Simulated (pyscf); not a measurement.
Cl–GeH₂–Cl + NH₃ -> HCl + H₂N–GeH₂–Cl (four-centre exchange; singlet surface; Cl–Ge, H–N broken, Cl–H, Ge–N formed). Optimised with ωB97X-D3(BJ)/def2-SVP in PySCF. Energies in kcal/mol from the separated reactants.

| level | barrier | reaction energy |
|---|---|---|
| ωB97X-D3(BJ)/def2-TZVP | 10.4 | +14.9 |
| PBE/def2-TZVP | 7.8 | +14.1 |
| PBE0-D3(BJ)/def2-TZVP | 7.7 | +14.2 |
| M06-2X/def2-TZVP | 8.8 | +13.5 |
| ωB97M-D3(BJ)/def2-TZVP | 10.4 | +13.5 |
| HF/def2-TZVP | 22.3 | +14.4 |

On the reactant side the descent ends in an adduct with a Ge–N contact, 0.9 kcal/mol under the separated species and 11.3 kcal/mol under the saddle at ωB97X-D3(BJ)/def2-TZVP. On the product side the descent ends in a complex, 7.4 kcal/mol under the separated species and 2.9 kcal/mol under the saddle at ωB97X-D3(BJ)/def2-TZVP. At ωB97X-D3(BJ), PBE, PBE0-D3(BJ), M06-2X, ωB97M-D3(BJ) the saddle lies under the separated products, which points to a path from their complex (located at ωB97X-D3(BJ) alone), and parting the products costs more than the saddle. What is counted as formed (Ge–N) is already present as a longer contact in the reactant adduct; forming that adduct is a step of its own. This is the saddle that the search found; another between the same sides may lie lower. Elements up to Kr have no core potential and no relativistic terms here.
